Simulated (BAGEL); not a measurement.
**C3H3FO (SMILES FC1=CCO1): HF/def2-SVP (density fitting with qzvpp-jkfit)**

What is the energy change on altering one bond length of C3H3FO at HF/def2-SVP (density fitting with qzvpp-jkfit)? 

The calculation is run with BAGEL 1.2.2.

## Step 1: The structure to begin with

The species is C3H3FO (8 atoms), meant as a singlet with charge 0. SMILES: `FC1=CCO1`. The shape is that of a GFN2-xTB optimisation.

Bond lengths: F1–C2 1.317 Å, C2–C3 1.330 Å, C3–C4 1.509 Å, C2–O5 1.363 Å, C4–O5 1.452 Å, C3–H6 1.065 Å, C4–H7 1.088 Å, C4–H8 1.088 Å. Some angles: F1–C2–C3 138.4°, F1–C2–O5 122.1°, C3–C2–O5 99.6°, C2–C3–C4 85.7°, C3–C4–O5 88.0°, C2–O5–C4 86.8°, C2–C3–H6 138.5°, C4–C3–H6 135.9°, C3–C4–H7 116.9°, C3–C4–H8 116.9°.

## Step 2: The energy at HF/def2-SVP (density fitting with qzvpp-jkfit)

Contents of job.json:

```json
{ "bagel": [

{
  "title": "molecule",
  "basis": "svp",
  "df_basis": "qzvpp-jkfit",
  "angstrom": true,
  "geometry": [
    { "atom": "F", "xyz": [    0.186790,    2.109930,    1.066270 ] },
    { "atom": "C", "xyz": [    0.072480,    0.950080,    0.452740 ] },
    { "atom": "C", "xyz": [    0.326160,   -0.332520,    0.696100 ] },
    { "atom": "C", "xyz": [   -0.214160,   -0.584700,   -0.690040 ] },
    { "atom": "O", "xyz": [   -0.433550,    0.845360,   -0.808320 ] },
    { "atom": "H", "xyz": [    0.721600,   -0.931400,    1.482800 ] },
    { "atom": "H", "xyz": [    0.495560,   -0.929750,   -1.439100 ] },
    { "atom": "H", "xyz": [   -1.154890,   -1.127000,   -0.760450 ] }
  ]
},
{ "title": "hf" },
{ "title": "print", "file": "orbitals.molden", "orbitals": true }

]}
```

On the command line:

```console
$ BAGEL_NUM_THREADS=1 BAGEL job.json > job.out
```

The program printed:

```text
* using 1 threads per process

  ===============================================================
  ===============================================================

  *** Geometry ***

  { "atom" : "F", "xyz" : [      0.352982,      3.987190,      2.014958 ] },
  { "atom" : "C", "xyz" : [      0.136967,      1.795391,      0.855555 ] },
  { "atom" : "C", "xyz" : [      0.616353,     -0.628372,      1.315438 ] },
  { "atom" : "C", "xyz" : [     -0.404704,     -1.104923,     -1.303987 ] },
  { "atom" : "O", "xyz" : [     -0.819291,      1.597499,     -1.527503 ] },
  { "atom" : "H", "xyz" : [      1.363626,     -1.760091,      2.802086 ] },
  { "atom" : "H", "xyz" : [      0.936473,     -1.756973,     -2.719505 ] },
  { "atom" : "H", "xyz" : [     -2.182426,     -2.129721,     -1.437042 ] },

  Number of auxiliary basis functions:      433

  Since a DF basis is specified, we compute 2- and 3-index integrals:
    o Being stored without compression. Storage requirement is 0.025 GB

  Number of basis functions:       85
  Number of electrons      :       38

    * METHOD: MOLECULE                             0.30

  *** RHF ***

  === Nuclear Repulsion ===
   170.3464231699

      * DIIS with orbital gradients will be used.

  === RHF iteration (svp) ===
      0       -289.17380936          0.01646999           0.07
      1       -289.29730262          0.00926622           0.07
      2       -289.33551831          0.00163603           0.07
      3       -289.33728675          0.00049503           0.07
      4       -289.33744665          0.00015126           0.07
      5       -289.33746744          0.00005397           0.07
      6       -289.33747188          0.00003609           0.07
      7       -289.33747339          0.00000919           0.07
      8       -289.33747350          0.00000430           0.07
      9       -289.33747352          0.00000171           0.07
     10       -289.33747352          0.00000077           0.07
     11       -289.33747353          0.00000024           0.07
     12       -289.33747353          0.00000007           0.07
     13       -289.33747353          0.00000003           0.07
     14       -289.33747353          0.00000001           0.07
    * SCF iteration converged.

    * Permanent dipole moment:
           (   -0.137628,     0.947560,    -0.059822) a.u.

    * METHOD: HF                                   1.26

    * METHOD: PRINT                                0.03

  ===============================================================
```

It took 1.8 s on 1 thread of Arm Neoverse N1, shared host; peak memory 0.11 GiB.

## Step 3: The distorted shape

Contents of input.json:

```json
{ "bagel" : [

{
  "title" : "molecule",
  "basis" : "svp",
  "df_basis" : "qzvpp-jkfit",
  "angstrom" : true,
  "geometry" : [
    { "atom" : "F", "xyz" : [   -0.168086,    2.282463,    1.440817 ] },
    { "atom" : "C", "xyz" : [   -0.282396,    1.122613,    0.827287 ] },
    { "atom" : "C", "xyz" : [   -0.028716,   -0.159987,    1.070647 ] },
    { "atom" : "C", "xyz" : [   -0.569036,   -0.412167,   -0.315493 ] },
    { "atom" : "O", "xyz" : [   -0.788426,    1.017893,   -0.433773 ] },
    { "atom" : "H", "xyz" : [    0.366724,   -0.758867,    1.857347 ] },
    { "atom" : "H", "xyz" : [    0.495560,   -0.929750,   -1.439100 ] },
    { "atom" : "H", "xyz" : [   -1.509766,   -0.954467,   -0.385903 ] }
  ]
},
{ "title" : "hf" },
{ "title" : "print", "file" : "orbitals.molden", "orbitals" : true }

]}
```

On the command line:

```console
$ BAGEL_NUM_THREADS=1 BAGEL input.json > input.out
```

The program printed:

```text
* using 1 threads per process

  ===============================================================
  ===============================================================

  *** Geometry ***

  { "atom" : "F", "xyz" : [     -0.317637,      4.313230,      2.722750 ] },
  { "atom" : "C", "xyz" : [     -0.533651,      2.121431,      1.563346 ] },
  { "atom" : "C", "xyz" : [     -0.054265,     -0.302332,      2.023230 ] },
  { "atom" : "C", "xyz" : [     -1.075322,     -0.778883,     -0.596195 ] },
  { "atom" : "O", "xyz" : [     -1.489909,      1.923539,     -0.819712 ] },
  { "atom" : "H", "xyz" : [      0.693008,     -1.434051,      3.509877 ] },
  { "atom" : "H", "xyz" : [      0.936473,     -1.756973,     -2.719505 ] },
  { "atom" : "H", "xyz" : [     -2.853044,     -1.803681,     -0.729251 ] },

  Number of auxiliary basis functions:      433

  Since a DF basis is specified, we compute 2- and 3-index integrals:
    o Being stored without compression. Storage requirement is 0.025 GB

  Number of basis functions:       85
  Number of electrons      :       38

    * METHOD: MOLECULE                             0.30

  *** RHF ***

  === Nuclear Repulsion ===
   168.4178098284

      * DIIS with orbital gradients will be used.

  === RHF iteration (svp) ===
      0       -289.07995844          0.01656330           0.07
      1       -289.20950983          0.00939372           0.07
      2       -289.24995977          0.00171450           0.07
      3       -289.25207858          0.00055856           0.07
      4       -289.25229629          0.00016849           0.07
      5       -289.25232403          0.00006060           0.07
      6       -289.25232931          0.00003882           0.07
      7       -289.25233114          0.00001020           0.07
      8       -289.25233129          0.00000493           0.07
      9       -289.25233132          0.00000203           0.07
     10       -289.25233132          0.00000089           0.07
     11       -289.25233132          0.00000028           0.07
     12       -289.25233132          0.00000008           0.07
     13       -289.25233132          0.00000003           0.07
     14       -289.25233132          0.00000001           0.07
    * SCF iteration converged.

    * Permanent dipole moment:
           (   -0.018353,     0.804982,    -0.272602) a.u.

    * METHOD: HF                                   1.25

    * METHOD: PRINT                                0.03

  ===============================================================
```

Run time: 1.8 s. Hardware: 1 thread of Arm Neoverse N1, shared host; peak memory 0.11 GiB.

## Step 4: What came out

At HF/def2-SVP (density fitting with qzvpp-jkfit):

| quantity | value |
| --- | --- |
| first shape: total energy | -289.33747 Eh |
| first shape: dipole moment | 2.44 D |
| first shape: HOMO energy | -9.79 eV |
| first shape: LUMO energy | 5.08 eV |
| first shape: HOMO–LUMO gap | 14.87 eV |
| distorted shape: total energy | -289.25233 Eh |
| distorted shape: dipole moment | 2.16 D |
| distorted shape: HOMO energy | -9.87 eV |
| distorted shape: LUMO energy | 3.03 eV |
| distorted shape: HOMO–LUMO gap | 12.90 eV |
| energy change with the C4–H7 bond stretched from 1.088 to 1.632 Å | 2.317 eV |

What this shows: With the C4–H7 bond stretched from 1.088 to 1.632 Å the energy rises by 2.32 eV (224 kJ/mol). The first shape isn't relaxed at this level, so the change isn't measured from a minimum.
